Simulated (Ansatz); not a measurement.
`C[SiH3]` + H• → `C[SiH2]`• + H₂  (hydrogen abstraction from the Si–H bond)

Gas-phase electronic energies from Ansatz, PBE0-D4/def2-TZVP geometries. CCSD(T)/CBS is the MP2 limit (def2-TZVPP, def2-QZVPP) plus CCSD(T) − MP2 in def2-TZVPP, frozen cores. This one scheme is used for every species, atoms too. DFT in def2-TZVPP. Open shells (•) are unrestricted, without spin–orbit coupling.

CCSD(T)/CBS gives -12.0 kcal/mol.

Problem. Another level gave -11.3 kcal/mol. Which?
A. CCSD/def2-TZVPP
B. MP2/def2-TZVPP
C. r2SCAN/def2-TZVPP
D. LC-ωPBE/def2-TZVPP

Solution. D. LC-ωPBE -11.3, r2SCAN -14.8, MP2/def2-TZVPP -9.7, CCSD/def2-TZVPP -12.3 kcal/mol.

Largest T1 diagnostic among the species: 0.012.

In def2-TZVPP, CCSD(T) changes the Hartree–Fock value by −5.5 kcal/mol (the triples alone add +0.1 kcal/mol) and MP2 by −3.1 kcal/mol. From BLYP to BHLYP (50 % exact exchange), in def2-TZVPP and without D4, ΔE moves by +3.5 kcal/mol.
